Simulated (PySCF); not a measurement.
Diamond-structure Si was calculated with LNO-CCSD(T) (PySCF, GTH pseudopotentials, Gaussian basis).

The same calculation (at the measured cell, 20.013 Å³/atom) with different numerical settings; throughout: k mesh 2×2×2:

```
run  basis  LNO threshold  total energy (eV/atom)
---  -----  -------------  ----------------------
1       DZ          3e-05               -105.1058
2       DZ          1e-05               -105.0925
3       DZ          3e-06               -105.0892
4       TZ          3e-05               -106.0730
5       TZ          1e-05               -106.0543
6       TZ          3e-06               -106.0517
```

In the column total energy (eV/atom) the first row differs from the last by +0.9459 and the next to last by -0.0026.

The last row is no converged limit: other settings stay fixed.
